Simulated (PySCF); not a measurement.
**Converging N2 in the basis (PBE)**

PySCF, UKS reference; singlet, unpaired electrons none; De to N + N without counterpoise correction.

| basis | relativity | functions | Re (Å) | ωe (cm⁻¹) | De (eV) |
| --- | --- | --- | --- | --- | --- |
| 3-21G | no relativity | 18 | 1.127 | 2168 | 9.02 |
| x2c-SVPall | spin-free X2C | 28 | 1.112 | 2392 | 10.55 |
| aug-cc-pVDZ | no relativity | 46 | 1.116 | 2348 | 10.31 |
| x2c-TZVPPall | spin-free X2C | 62 | 1.103 | 2353 | 10.54 |
| def2-TZVPPD | no relativity | 74 | 1.103 | 2355 | 10.56 |

Task: How does each smaller set differ from the one with most functions, def2-TZVPPD?

Result: 3-21G: +2.4 pm, -7.9 % in ωe, -1.54 eV in De; x2c-SVPall: +0.9 pm, +1.6 % in ωe, -0.01 eV in De; aug-cc-pVDZ: +1.3 pm, -0.3 % in ωe, -0.25 eV in De; x2c-TZVPPall: +0.0 pm, -0.1 % in ωe, -0.02 eV in De. All at PBE; the set with most functions is neither the basis-set limit nor always the best. The rows treat relativity differently, so the differences are not basis effects alone.

Measured (Huber and Herzberg, Constants of Diatomic Molecules (1979)): Re = 1.097685 Å, ωe = 2358.57 cm⁻¹. 3-21G is very small, so such numbers show the basis as much as the molecule.
